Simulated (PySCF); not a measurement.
C3H5FO.
Z-matrix (Å and degrees, PBE0-D3(BJ)/def2-SVP geometry), rows numbered from 1:
```
F 
C   1  1.3616
C   2  1.5261  1  113.48
C   3  1.5318  2   83.79  1   113.14
O   2  1.3939  1  111.72  3   103.15
H   2  1.1049  1  106.78  3  -133.19
H   3  1.0976  2  115.53  1  -131.01
H   3  1.0976  2  112.92  1    -2.82
H   4  1.1020  3  115.80  2   116.61
H   4  1.1028  3  116.24  2  -113.53
```

Computed with EOM-IP-CCSD/aug-cc-pVDZ in PySCF, restricted Hartree–Fock reference, frozen core, non-relativistic, gas phase, PBE0-D3(BJ)/def2-SVP geometry.

Hartree–Fock orbital energies give these Koopmans values (eV): HOMO 12.17, HOMO-1 13.08, HOMO-2 13.35, HOMO-3 14.97, HOMO-4 15.80, HOMO-5 17.02, HOMO-6 17.54, HOMO-7 19.07.

Q: What vertical ionisation energies does EOM-IP-CCSD give?

A: 
```json
{"leading hole (HF orbital)": "HOMO", "Koopmans (eV)": "12.17", "EOM-IP-CCSD (eV)": "10.59", "change (eV)": "-1.58", "one-hole share": "0.95"}
{"leading hole (HF orbital)": "HOMO-1", "Koopmans (eV)": "13.08", "EOM-IP-CCSD (eV)": "11.64", "change (eV)": "-1.44", "one-hole share": "0.95"}
{"leading hole (HF orbital)": "HOMO-2", "Koopmans (eV)": "13.35", "EOM-IP-CCSD (eV)": "12.12", "change (eV)": "-1.23", "one-hole share": "0.96"}
{"leading hole (HF orbital)": "HOMO-3", "Koopmans (eV)": "14.97", "EOM-IP-CCSD (eV)": "13.61", "change (eV)": "-1.36", "one-hole share": "0.95"}
{"leading hole (HF orbital)": "HOMO-4", "Koopmans (eV)": "15.80", "EOM-IP-CCSD (eV)": "14.14", "change (eV)": "-1.66", "one-hole share": "0.95"}
{"leading hole (HF orbital)": "HOMO-5", "Koopmans (eV)": "17.02", "EOM-IP-CCSD (eV)": "15.08", "change (eV)": "-1.94", "one-hole share": "0.95"}
{"leading hole (HF orbital)": "HOMO-6", "Koopmans (eV)": "17.54", "EOM-IP-CCSD (eV)": "15.92", "change (eV)": "-1.62", "one-hole share": "0.95"}
{"leading hole (HF orbital)": "HOMO-7", "Koopmans (eV)": "19.07", "EOM-IP-CCSD (eV)": "16.98", "change (eV)": "-2.09", "one-hole share": "0.94"}
```

Q: Does the order of the lines follow the orbital energies?

A: Yes, no two lines change places. The corrections run from -2.09 to -1.23 eV, with a mean of -1.61 eV over the 8 lines; no line lies above its Koopmans value. Koopmans values leave out both the relaxation of the orbitals and the change in correlation energy.

Q: At what kinetic energies would He II light (40.81 eV) eject these electrons?

A: 30.22 eV (HOMO), 29.17 eV (HOMO-1), 28.69 eV (HOMO-2), 27.20 eV (HOMO-3), 26.67 eV (HOMO-4), 25.73 eV (HOMO-5), 24.89 eV (HOMO-6), 23.83 eV (HOMO-7).

Q: What total energy has the lowest final state, and which wavelength reaches it?

A: E(CCSD) + ionisation energy = -291.67521 + 0.38905 = -291.28616 Eh, at the geometry of the initial state. The threshold wavelength is 1239.84 eV nm/10.59 eV = 117.1 nm.

One root was sought for each valence orbital with −ε under 21 eV, eight at most, so deeper holes and satellites are missing; no vibrational structure.

On Arm Neoverse V1, one thread, no GPU, shared host, this took 6.3 min.
